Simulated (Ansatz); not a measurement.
Cost and result for the atomization energy of C4H6FN, SMILES `C=C=C(F)CN` (12 atoms, 11 bonds).

```xyz
12

C    -1.507    1.374    1.524
C    -0.474    0.757    1.034
C     0.535    0.109    0.523
F     1.792    0.401    0.904
C     0.445   -0.982   -0.490
N     1.070   -0.583   -1.739
H    -1.896    2.280    1.068
H    -2.014    1.011    2.414
H     0.991   -1.846   -0.098
H    -0.612   -1.271   -0.569
H     0.514    0.123   -2.206
H     1.155   -1.373   -2.364
```

Total charge 0; spin multiplicity 1. The geometry is a stationary point of PBE0-D4/def2-TZVP. It is one conformer, not always the lowest. Program: Ansatz. All runs use 4 threads of an Arm Neoverse V1 on a shared host. Times are those of one run each, without the atoms' runs, and a repeat can differ threefold. Electronic energies, without spin–orbit coupling; frozen cores. CCSD(T)/CBS adds CCSD(T) − MP2 in def2-TZVPP to the MP2 limit, and its time is that of the two runs behind it. T1 = 0.012. B3LYP takes the VWN-RPA correlation (the form of Gaussian; ORCA's B3LYP/G).

CCSD(T)/CBS is a level of theory with its own doubt, some kJ/mol a heavy atom from the limit and from the frozen cores, so smaller differences don't rank the functionals.

| level | functions | wall time | atomization (kcal/mol) | difference from CCSD(T)/CBS | per bond |
| --- | --- | --- | --- | --- | --- |
| PBE-D4/def2-TZVPP (with forces) | 270 | 2.8 s | 1216.2 | 48.1 | 4.4 |
| PBE0-D4/def2-TZVPP | 270 | 3 s | 1184.0 | 15.9 | 1.4 |
| B3LYP-D4/def2-TZVPP (with forces) | 270 | 5 s | 1175.6 | 7.5 | 0.7 |
| r2SCAN-D4/def2-TZVPP (with forces) | 270 | 5.5 s | 1174.8 | 6.7 | 0.6 |
| B2PLYP/def2-TZVPP | 270 | 6.5 s | 1161.7 | -6.4 | -0.6 |
| ωB97X-V/def2-TZVPP | 270 | 8.5 s | 1172.3 | 4.2 | 0.4 |
| ωB97M-V/def2-TZVPP (with forces) | 270 | 13 s | 1175.8 | 7.7 | 0.7 |
| MP2/def2-QZVPP | 522 | 52 s | 1180.4 | 12.3 | 1.1 |
| CCSD(T)/def2-TZVPP | 270 | 5.4 min | 1136.6 | -31.5 | -2.9 |
| CCSD(T)/CBS(def2) | – | 6.3 min | 1168.1 | 0.0 | 0.0 |

In def2-TZVPP, CCSD(T) changes the Hartree–Fock value by +312.9 kcal/mol (the triples alone add +21.5 kcal/mol) and MP2 by +338.1 kcal/mol; breaking electron pairs costs correlation energy, which Hartree–Fock lacks. From PBE to PBE0 (25 % exact exchange), in def2-TZVPP and without D4, the atomization energy moves by −31.4 kcal/mol: exact exchange takes away binding that semilocal exchange gives to molecules. The D4 term adds +7.8 kcal/mol with B3LYP and +4.1 kcal/mol with PBE0; it sums over pairs of atoms, weighted by their polarisabilities, and B3LYP, whose exchange is more repulsive, gets the larger term.
